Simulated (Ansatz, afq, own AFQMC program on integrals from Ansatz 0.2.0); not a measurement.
Integrals from Ansatz 0.2.0, then the random walk in our own AFQMC program (afq).

```yaml
crystal:
  periodic: [false, false, false]
  atoms:
    - {symbol: Ge, position_ang: [-1.799904, 0.000000, 0.000000]}
    - {symbol: H, position_ang: [-2.311354, 1.446599, 0.000000]}
    - {symbol: H, position_ang: [-2.311354, -0.723300, 1.252792]}
    - {symbol: H, position_ang: [-2.311354, -0.723299, -1.252791]}
    - {symbol: H, position_ang: [-0.265555, 0.000000, 0.000000]}
    - {symbol: Br, position_ang: [1.727096, 0.000000, 0.000000]}
basis:
  gaussian: {orbitals: cc-pVTZ}
magnetization: {spin_polarized: true, initial_magnetization: 1}
correlation: {method: ccsd_t, electrons: outside_noble_gas, hamiltonian_folder: ham}
```

```sh
$ ansatz run in.yaml --threads 1 --pin off --events-out ev --progress --plain --max-ram 24576MiB --backend cuda --devices 0, --max-vram 18GiB
```

Options of the walk:

```
--method phaseless --trial cisd --walkers 600 --populations 10 --least-time 60 --time-step 0.005 --steps-per-block 50 --equilibration-blocks 28 --max-blocks 4000 --target-error 0.00023 --factor-cut 1e-05 --start spin_pure --seed 5698 --release-times 0.24,0.51,0.99,1.5 --release-step 0.03 --release-every 4 --taylor-order 6
```

Times are imaginary, in 1/Eh. The walk had a cap of 240 s. With eight or more populations the least sampling time is a fifth of least-time, and the error comes from their spread. Filled inner d shells are frozen with the cores.

Output of the walk:

```
orbitals 114  electrons 8 7  factors 753 of 858
reference energy -4650.15089913 Eh
CCSD correlation -0.33110392 Eh in 10 cycles, weight of the determinant in the CISD state 0.8538
energy of the start -4650.481336 Eh
 block  time / (1/Eh)  mean weight  energy / Eh
     1     0.250  0.9998  -4650.474816
     2     0.500  0.9994  -4650.477852
     3     0.750  1.0005  -4650.481981
     4     1.000  0.9998  -4650.485602
     5     1.250  1.0009  -4650.487182
    10     2.500  0.9995  -4650.490828
    37     9.250  0.9993  -4650.493511
    67    16.750  1.0003  -4650.492278
    97    24.250  1.0005  -4650.493509
   127    31.750  1.0006  -4650.494197
   157    39.250  1.0004  -4650.493301
   175    43.750  1.0008  -4650.489835
   187    46.750  1.0005  -4650.491385
   217    54.250  1.0000  -4650.490890
   241    60.250  0.9995  -4650.495463
   247    61.750  1.0000  -4650.491585
   259    64.750  0.9985  -4650.492249
error from the spread of 10 populations
released: time / (1/Eh)  energy / Eh  error  mean overlap
  0.24  -4650.493185  0.000226  0.9907
  0.51  -4650.493188  0.000215  0.9914
  0.99  -4650.490781  0.002714  0.9809
  1.50  -4650.493358  0.000197  0.9905
energy -4650.492574 +/- 0.000245 Eh
(rows thinned)
```

The run passed its tests (sampling time, drift between the halves within three errors, error under three times the target), which doesn't prove that it has relaxed, ending at its cap on processor time.

Against this walk (error 6.7 meV) on the same determinant: CCSD(T) 21.3 meV higher. The error is statistical and leaves out the bias of the constraint. None of these is a sure reference here. The released energies have errors that jump between times, so the bars are unsure (meV from the phaseless value at times in 1/Eh: -17 ± 6 at 0.24, -17 ± 6 at 0.51, 49 ± 74 at 0.99, -21 ± 5 at 1.50), so they give no level.

Cautions: constraint bias not in the error; error above the target (6.7 against 6.3 meV); no relativity below Rb; no spin-orbit coupling; inner d shell frozen.

The walk took 4 min on 1 × NVIDIA H100 80GB HBM3 with 2 threads of AMD EPYC 7R13 Processor (Zen 3), on a shared host (the card was shared). The log's last line is the phaseless energy.

A walk keeps the symmetry of its determinant, which the program's search chose and which needn't be the lowest solution, so a lower state of the same spin and another symmetry isn't excluded.
